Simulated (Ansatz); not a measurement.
Two isomers of C2H3N: A = `C=C=N`, B = `C1=NC1`.

Calculated with Ansatz (gas phase, PBE0-D4/def2-TZVP geometries, no zero-point term in ΔE). CCSD(T)/CBS is the MP2 limit (def2-TZVPP, def2-QZVPP) plus CCSD(T) − MP2 in def2-TZVPP, frozen cores. This one scheme is used for every species. DFT in def2-TZVPP. B3LYP here is the variant with VWN-RPA as its local correlation; programs differ in this. One conformer a species, not always the lowest.

Which isomer does CCSD(T)/CBS put lower? Give the gap. (Best estimate.)

Computed: A, by 83.2 kJ/mol.

Give E(B) − E(A) in kJ/mol with BLYP-D4, HF/def2-TZVPP, B3LYP-D4, CCSD/def2-TZVPP, r2SCAN-D4, CCSD(T)/def2-SVP, ωB97M-V. (Best estimate.)

The calculation gave: BLYP-D4 110.7, HF/def2-TZVPP 100.0, B3LYP-D4 105.5, CCSD/def2-TZVPP 83.0, r2SCAN-D4 100.3, CCSD(T)/def2-SVP 71.2, ωB97M-V 89.2. None reverses the order clearly.

Does the order hold for the free energy at 298.15 K (harmonic terms from PBE0-D4)? (An estimate is asked.)

Computed: Yes: G(B) − G(A) = +86.9 kJ/mol, for one conformer each.

Largest T1 diagnostic: 0.015.

From PBE to PBE0 (25 % exact exchange), in def2-TZVPP and without D4, E(B) − E(A) moves by −6.0 kJ/mol. At CCSD(T), def2-SVP lies −12.0 kJ/mol from the extrapolated value and def2-TZVPP −0.8 kJ/mol.
